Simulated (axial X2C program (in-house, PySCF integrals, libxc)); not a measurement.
**What spin–orbit coupling does to AlP⁻**

Calculated with an in-house all-electron X2C program for linear molecules (integrals from PySCF). Spin-free means the one-electron spin-free X2C Hamiltonian; two-component (2c) means X2C with spin–orbit coupling and atomic mean-field two-electron Coulomb and Gaunt terms, so the difference of the two also holds small scalar two-electron terms. Basis: P dyall-av3z [9s8p3d2f], Al dyall-av3z [9s9p3d2f] (cores contracted in-house); Gaussian nuclei, density fitting, unrestricted open shells. Masses: P 30.974 u, Al 26.982 u.

Spin-free state: M_S = 1/2, Λ = 0 (beyond evenly filled blocks: σα); fragments P- + Al.

| level | Re (Å) | ωe (cm⁻¹) | De (eV) | μ (D) |
| --- | --- | --- | --- | --- |
| r2SCAN | 2.135 | 547.1 | 3.692 | 1.56 |

Dipoles are positive if Al is the positive end and refer to the centre of mass.

Two-component determinant lowest at the distance of the search:

Ω = 1/2 (⟨Sz⟩ = 0.50, ⟨Lz⟩ = 0.00 at r2SCAN); fragments P- + Al.

| level | Re (Å) | ωe (cm⁻¹) | De (eV) | μ (D) |
| --- | --- | --- | --- | --- |
| r2SCAN | 2.136 | 546.9 | 3.691 | 1.56 |

(1) From the two tables, how do the constants change at the r2SCAN level (2c against spin-free)?

The state is one determinant whose occupation by symmetry is held fixed; it was picked as the lowest of a PBE0 search that is not exhaustive. Dissociation energies refer to the lowest single-determinant-based atoms at the same level and basis. Density functionals use the spin component along the axis (collinear). A 2c atom that is not at its ground J level misses part of its spin–orbit lowering, and De is too large by that part (0.04 eV or less for light atoms). This holds for r2SCAN. PBE0 can misorder states that lie within some tenths of an eV, so this need not be the ground state of the molecule. The nearest other spin-free determinant of the search, M_S = 1/2, Λ = 1, lies 0.16 eV up at the distance of the search. Without a current term, density functionals place determinants with orbital angular momentum somewhat too high. The highest occupied level of some functionals is positive through self-interaction error; at Hartree–Fock it is bound.

## Answers

(1) At the r2SCAN level Re is unchanged within 0.001 Å and ωe is unchanged to within 0.2 cm⁻¹; De is not compared, since the atomic limits differ or miss part of their spin–orbit lowering.
